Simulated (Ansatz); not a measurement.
**What a change of settings does to a run on Nb**

The cell was built from the bcc type and relaxed in the same program; it needn't be a known or the stable phase. The listed cell was then made from it by scaling, straining or moving an atom.

First run: DFT, PBE, all-electron PAW with datasets made for the crystal, scalar-relativistic (Ansatz 0.2.0).

Command: `ansatz run input.yaml --threads 1 --pin off --max-ram 2048MiB --backend cpu --events-out ev --progress --plain --runs-dir out` The run took about 4.1 s on 1 thread of a shared machine.

```yaml
crystal:
  lattice:
    - [-1.6766897759, 1.6766897759, 1.6766897759]
    - [1.6766897759, -1.6766897759, 1.6766897759]
    - [1.6766897759, 1.6766897759, -1.6766897759]
  atoms:
    - { symbol: Nb, position: [0.0, 0.0, 0.0] }
kpoints:
  mp_grid: { grid: [16, 16, 16] }
scf:
  occupations: { method: fermi_dirac, width: 0.08 }
hamiltonian:
  xc: pbe
  pseudopotentials: { kind: all_electron, datasets: crystal }
output:
  forces: true
  stress: true
  eigenvalues: true
  efg: { contact_densities: true }
```

Result: converged; pressure -6.19 GPa; 7 SCF iterations.

Spin polarisation is left out, and whether a magnetic state lies lower isn't shown here.

The input is then changed:

```diff
@@ -7,5 +7,5 @@
     - { symbol: Nb, position: [0.0, 0.0, 0.0] }
 kpoints:
-  mp_grid: { grid: [16, 16, 16] }
+  mp_grid: { grid: [16, 16, 16], shift: [0.5, 0.5, 0.5] }
 scf:
   occupations: { method: fermi_dirac, width: 0.08 }
```

Predict the outcome of the changed run.

It converged; energy at zero smearing -0.5 meV/atom from the first run; pressure -5.88 GPa; 7 SCF iterations.

The results part of its log:

```
SCF 1 converged in 7 iterations: F = -103945.721382 eV  dr2 = 8.43e-11
  Residual-converged pass: ⟨swp⟩=3.0  Hψ=3158  notcnv=0  max |occ|·‖R‖ = 3.7e-6 eV (tolerance 3.7e-6 eV)  dr2=1.23e-10  dr2_onsite=8.44e-11  max |Δocc| = 9.1e-11
  greatest PAW one-centre occupation: 0.995 electrons in one spin orbital (limit 2), on the Nb atom at site 0 (counted from 0), in its partial waves of l = 0
SCF converged after 7 iterations
Free energy (F): -103945.721382 eV
Harris-Foulkes:  -103945.721382 eV  (|F-HF|=0.00e0)
Internal energy: -103945.688067 eV  (E = F + TS)
E sigma→0 (E₀):  -103945.704725 eV
Entropy (-TS):   -0.033315 eV (-33.315 meV/atom)
Past the cutoff: the bands carry plane waves up to 1.75 times it, of which those up to 1.5 times it add -0.000436 eV an atom, each by itself; the spheres take 0.000291 eV an atom off the energy for waves past 1.75 times it
By the cutoff:   a pressure is off by up to 0.007 GPa (1.2 times the spheres' own share and the shells' term, over an atom's volume, and 0.004 GPa: a bound that held against runs at twice the plane waves)
Past the cutoffs: a stress includes 0.0008 GPa for waves and charges beyond them, in addition to the slope of what the spheres take
In the spheres:  the bands' charges fall short by 4.7e-7 e at most (sound up to 1e-3)
Fermi energy:    18.912137 eV
--- Per-component energies (eV) ---
  The terms above E_closure are by the made datasets' own strengths, without shells solved beside the bands.
--- Forces (eV/Å), atoms counted from 1 ---
  atom   1  Nb    -0.00000000     0.00000000    -0.00000000
  max |Σ_I F_I| component: 2.98e-32 eV/Å
--- Stress (GPa, compression-positive) ---
       -5.881277       0.000000       0.000000
        0.000000      -5.881277       0.000000
        0.000000      -0.000000      -5.881277
  P = ⅓ Tr σ = -5.8813 GPa (-58.813 kbar)
--- PAW observables at the nuclei: V_zz in 10²¹ V/m², potentials from the cell's mean, atoms counted from 1 ---
  atom   1  Nb V_zz =    -0.000000   η = 0.0000   by run symmetry: forbidden
            electrostatic potential = -6143.909291 V   contact ρ = 540984.449141 e/Å³
--- Band table (eV; the first three rows and the last of 140) ---
  k-point 0: bands = ["-35.4830", "-10.9739", "-10.9040", "-10.9040", "13.3142", "19.1756", "19.1756", "19.5412", "21.9476"]
  k-point 1: bands = ["-35.4615", "-11.1090", "-10.9422", "-10.9054", "13.7439", "18.9126", "19.0472", "20.0074", "21.6771"]
  k-point 2: bands = ["-35.4292", "-11.2999", "-11.0062", "-10.9075", "14.3751", "18.5592", "18.8426", "20.7182", "21.5226"]
  k-point 139: bands = ["-35.1476", "-11.7071", "-11.6984", "-11.6984", "15.4825", "15.5051", "23.9099", "23.9099", "24.1343"]
```
